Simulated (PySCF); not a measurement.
Ligands exchanged one at a time, C H-Cl. All species are isolated molecules in the gas phase. Strings in code marks are SMILES.

The dipole moment from two functionals at the same geometries (B3LYP-D3(BJ)/def2-TZVP), both in PySCF: PBE-D3(BJ)/def2-TZVP and ωB97X-D3(BJ)/def2-TZVP. 

```
species                          PBE-D3(BJ)/def2-TZVP (D)  ωB97X-D3(BJ)/def2-TZVP (D)
-------------------------------  ------------------------  --------------------------
0 of 4 H replaced by Cl (`C`)                        0.00                        0.00
1 of 4 H replaced by Cl (`CCl`)                      1.89                        1.99
2 of 4 H replaced by Cl                              1.61                        1.72
3 of 4 H replaced by Cl                              1.04                        1.13
```

Over these rows, drawn at random from the members with no instability flagged (it was tested for open shells, ions and some series alone), PBE minus ωB97X-D3(BJ): mean -0.08 D, from -0.11 D to 0.00 D.
